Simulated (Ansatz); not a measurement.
Geometry optimisation, RKS r2SCAN/cc-pVDZ (Ansatz 0.2.0).

The input (input.yaml):

```yaml
crystal:
  periodic: [false, false, false]
  atoms:
    - { symbol: C, position_ang: [-0.5829, -1.3277, 0.9847] }
    - { symbol: O, position_ang: [0.4807, -0.8566, 0.2071] }
    - { symbol: C, position_ang: [0.3304, 0.4786, -0.2336] }
    - { symbol: "N", position_ang: [-0.4644, 0.6383, -1.3114] }
    - { symbol: O, position_ang: [1.6049, 0.9609, -0.6382] }
    - { symbol: F, position_ang: [-0.0251, 1.2727, 0.808] }
    - { symbol: H, position_ang: [-0.4523, -2.3314, 1.2391] }
    - { symbol: H, position_ang: [-1.5222, -1.1884, 0.394] }
    - { symbol: H, position_ang: [-0.706, -0.6926, 1.9439] }
    - { symbol: H, position_ang: [-1.21329, 1.23637, -1.0478] }
    - { symbol: H, position_ang: [-0.80521, -0.2297, -1.57845] }
    - { symbol: H, position_ang: [1.9756, 1.2993, 0.2393] }
basis:
  gaussian: { orbitals: cc-pVDZ }
hamiltonian:
  xc: r2scan
relax:
  f_tol: 0.015
  max_steps: 40
```

Run as:

```bash
$ ansatz run input.yaml --threads 2 --pin off --max-ram 3072MiB --backend cpu --events-out ev --progress --plain --runs-dir out
```

Task: Where does it end, and by what steps?

Result: The run converged. After 14 steps the energy has fallen by 0.773 eV; H12 moved furthest, 0.76 Å.

| step | energy less start (eV) | largest force component (eV/Å) | accepted |
| --- | --- | --- | --- |
| 0 | 0.0000 | 4.186 | yes |
| 1 | -0.5289 | 2.048 | yes |
| 2 | -0.6419 | 0.492 | yes |
| 3 | -0.6641 | 0.463 | yes |
| 4 | -0.6527 | 0.803 | no |
| 5 | -0.6856 | 0.219 | yes |
| 6 | -0.6956 | 0.176 | yes |
| 7 | -0.7010 | 0.727 | yes |
| 8 | -0.7453 | 0.228 | yes |
| 9 | -0.7621 | 0.209 | yes |
| 10 | -0.7661 | 0.228 | yes |
| 11 | -0.7703 | 0.201 | yes |
| 12 | -0.7731 | 0.049 | yes |
| 13 | -0.7733 | 0.036 | yes |
| 14 | -0.7733 | 0.006 | yes |

```xyz
12
Properties=species:S:1:pos:R:3
C -0.617 -1.216 1.006
O 0.527 -0.660 0.372
C 0.344 0.629 -0.164
N -0.608 0.793 -1.204
O 1.565 1.026 -0.619
F -0.093 1.444 0.887
H -0.325 -2.217 1.348
H -1.461 -1.316 0.297
H -0.935 -0.606 1.867
H -1.550 0.666 -0.839
H -0.438 0.096 -1.930
H 2.211 0.621 -0.016
```

Whether the end is a true minimum wasn't checked by a vibrational analysis.

The run took 50 s on 2 threads of AMD EPYC 7B13 (Zen 3) (shared host), peak memory 0.2 GiB.
